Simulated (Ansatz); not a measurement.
# A ladder of methods for BH5O (B(H2O)H3)

The species is BH5O (7 atoms), meant as a singlet with charge 0. SMILES: `[H]B([H])([H])<-O`. The shape is that of a GFN2-xTB optimisation.

Each level gives the vertical energy of the triplet above the singlet (eV). The values are calculated.

```json
{"level": "HF/STO-3G", "kind": "Hartree–Fock", "program": "Ansatz", "value (eV)": "11.62", "less FCI/STO-3G": "+0.12", "CPU time (all runs)": "0.15 s"}
{"level": "revPBE/STO-3G", "kind": "GGA", "program": "Ansatz", "value (eV)": "9.70", "less FCI/STO-3G": "-1.80", "CPU time (all runs)": "2.6 s"}
{"level": "PBE0/STO-3G", "kind": "global hybrid", "program": "Ansatz", "value (eV)": "10.41", "less FCI/STO-3G": "-1.09", "CPU time (all runs)": "2.6 s"}
{"level": "CAM-B3LYP/STO-3G", "kind": "range-separated hybrid", "program": "Ansatz", "value (eV)": "10.59", "less FCI/STO-3G": "-0.91", "CPU time (all runs)": "3.2 s"}
{"level": "HSE06/STO-3G", "kind": "range-separated hybrid", "program": "Ansatz", "value (eV)": "10.40", "less FCI/STO-3G": "-1.10", "CPU time (all runs)": "3.5 s"}
{"level": "B2PLYP/STO-3G", "kind": "double hybrid", "program": "Ansatz", "value (eV)": "11.04", "less FCI/STO-3G": "-0.46", "CPU time (all runs)": "4.2 s"}
{"level": "RPA@PBE/STO-3G", "kind": "RPA", "program": "Ansatz", "value (eV)": "10.54", "less FCI/STO-3G": "-0.96", "CPU time (all runs)": "4.3 s"}
{"level": "BCCD(T)/STO-3G", "kind": "coupled cluster or CI", "program": "Ansatz", "value (eV)": "11.56", "less FCI/STO-3G": "+0.06", "CPU time (all runs)": "0.42 s"}
{"level": "FCI/STO-3G", "kind": "exact in the basis", "program": "Ansatz", "value (eV)": "11.50", "less FCI/STO-3G": "0.00", "CPU time (all runs)": "32 s"}
```

FCI/STO-3G is exact within its basis and frozen core, so for wave-function methods in that basis the difference is their error; functionals converge differently with the basis, so for them it is only a difference. The values span 9.70 to 11.62 eV. A triplet this far above the singlet is often a Rydberg-like or dissociative state; sets without diffuse functions put Rydberg states too high. All rows use very small basis sets, so none should be taken for the real molecule's value. In so small a basis fixed costs decide the times, and correlated methods can beat functionals. CPU times are rough (shared hosts, several kinds of processor and program).
